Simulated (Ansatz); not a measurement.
Rock-salt PbSe: LDA at its full settings (plane-wave cutoff 520 eV, 10×10×10 k mesh, Fermi–Dirac smearing 0.01 eV, scalar-relativistic PAW data made under PBE) and at cheaper ones, in a cell of 2 atoms with Γ-centred meshes.

```tsv
level and setting	equilibrium lattice constant a (Å)	bulk modulus (GPa)
LDA (Ansatz)	6.041	57.4
LDA (Γ point alone) (Ansatz)	…	…
LDA (2×2×2 k mesh) (Ansatz)	6.331	46.4
```

Question: Fill in the missing entries.

Answer: 
- LDA (Γ point alone) (Ansatz, a program for electronic structure), equilibrium lattice constant a (Å): 6.809
- LDA (Γ point alone) (Ansatz), bulk modulus (GPa): 27.8

Largest shifts from the full settings: lattice constant a +12.7 % (LDA (Γ point alone)), against a difference of -1.05 % of the full result from the reference 6.105 Å (measured, 120 K, not corrected to a static lattice; as tabulated in Noda, Masumoto, Ohba, Saito, Toriumi, Iwata, Shibuya, Acta Cryst. C 43, 1443 …); bulk modulus -52 % (LDA (Γ point alone)), against a difference of +19.8 % of the full result from the reference 47.9 ± 0.4 GPa (measured, 298 K, no zero-point or thermal correction, isothermal, neutron diffraction, sources range from 47.9 to 54.1; as tabulated in Knight et al. (2022), doi:10.1039/d1ma01093j).

Ansatz's density-functional and Hartree–Fock values are scalar-relativistic unless marked +SOC, with PAW data made under PBE.

Run with cheap settings on purpose, which may leave them unconverged: LDA (2×2×2 k mesh), LDA (Γ point alone).
